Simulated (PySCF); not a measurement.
PH₃.
Z-matrix (Å and degrees, PBE0-D3(BJ)/def2-SVP geometry), rows numbered from 1:
```
P 
H   1  1.4289
H   1  1.4287  2   92.96
H   1  1.4287  2   92.96  3   -93.12
```

Computed, not measured: PBE0-D3(BJ)/def2-SVP geometry optimisation, gas phase in PySCF.

Masses are those of the commonest isotopes; rigid-rotor values at the optimised geometry. 

Q: What are A, B and C (MHz)?

A: Ia = 3.84, Ib = 3.84, Ic = 4.33 u·Å²; 505379 MHz·u·Å²/I gives A = 131470, B = 131450, C = 116795 MHz.

Q: Classify the top.

A: An oblate symmetric top, as the point group C3v requires two equal moments; the computed ones differ by 0.02 % because the geometry is symmetric only within the optimiser's tolerance. Ray's parameter κ = (2B − A − C)/(A − C) = 0.997; −1 is the prolate and +1 the oblate limit.

Q: Is it planar, by Δ = Ic − Ia − Ib?

A: Not planar: Δ = Ic − Ia − Ib = -3.36 u·Å². For a rigid frame Δ = −2 Σ m c², so Σ m c² = 1.68 u·Å² lies off the ab plane: 1.53 from hydrogen and 0.15 from heavier atoms. The atom farthest from that plane is 0.71 Å away.

Q: Give the other two planar moments, Paa and Pbb, and the rms extents of the mass along the axes.

A: Paa = Σ m a² = (Ib + Ic − Ia)/2 = 2.16 and Pbb = Σ m b² = (Ia + Ic − Ib)/2 = 2.16 u·Å². With the mass M = 34.00 u, the rms extents √(P/M) along a, b and c are 0.25, 0.25, 0.22 Å.

Q: Where do the R-branch lines fall?

A: The dipole of 0.91 D lies along the symmetry axis, so ΔK = 0 and J+1 ← J falls at 2B(J+1) for every K: 262.92 GHz, 525.84 GHz, 788.76 GHz, 1051.68 GHz, 1314.60 GHz for J = 0 to 4.

Q: Estimate the classical rotational partition function at 100 K, 200 K and 500 K.

A: Point group C3v, symmetry number σ = 3; q = (√π/σ)·√((kT/h)³/(ABC)), k/h = 20836.6 MHz/K: 39.6 at 100 K, 112 at 200 K, 442 at 500 K.

Stationary, but not proved a minimum. These are rigid-rotor constants of the computed structure; measured ground-state constants (B0) also hold zero-point vibration.
